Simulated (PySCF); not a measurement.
# Basis-set dependence of excited states

Species: butanal, C4H8O.
SMILES: `CCCC=O`

TDDFT with PBE0 (PySCF), vertical singlets, core orbitals frozen in the response, spherical d and f functions. Isolated species at its PBE0-D3(BJ)/def2-SVP geometry (one conformer only).

```csv
basis,functions,diffuse,S1 (eV),S2 (eV),S3 (eV),S4 (eV),S5 (eV),LUMO (eV),α (au)
6-31G*,86,no,4.45,7.98,8.08,8.58,8.70,-0.19,44.6
6-31+G*,106,yes,4.42,6.81,7.21,7.49,7.57,-0.60,49.8
def2-SVP,110,no,4.42,7.83,7.97,8.01,8.48,-0.37,46.0
aug-cc-pVDZ,187,yes,4.35,6.33,6.77,6.99,7.08,-0.66,54.7
def2-TZVP,203,no,4.39,7.35,7.73,7.86,7.98,-0.57,51.9
def2-TZVPD,260,yes,4.37,6.62,7.15,7.40,7.65,-0.65,54.6
```

Q: How much do these states and the polarisability depend on the basis?

A: States are compared by their number. Against the largest diffuse basis here (def2-TZVPD, itself not a converged limit), sets without diffuse functions differ by up to 0.09 eV in S1 and 1.05 eV in S5; the smaller diffuse sets differ by up to 0.05 and 0.58 eV. State by state, the largest deviation of a set without diffuse functions is S1 0.09, S2 1.36, S3 0.94, S4 1.18, S5 1.05 eV. The same number needn't mean the same state in each row. Against def2-TZVPD the polarisability deviates by -18% in 6-31G*, -9% in 6-31+G*, -16% in def2-SVP, 0% in aug-cc-pVDZ, -5% in def2-TZVP. A single + in a Pople set puts diffuse functions on heavy atoms only.
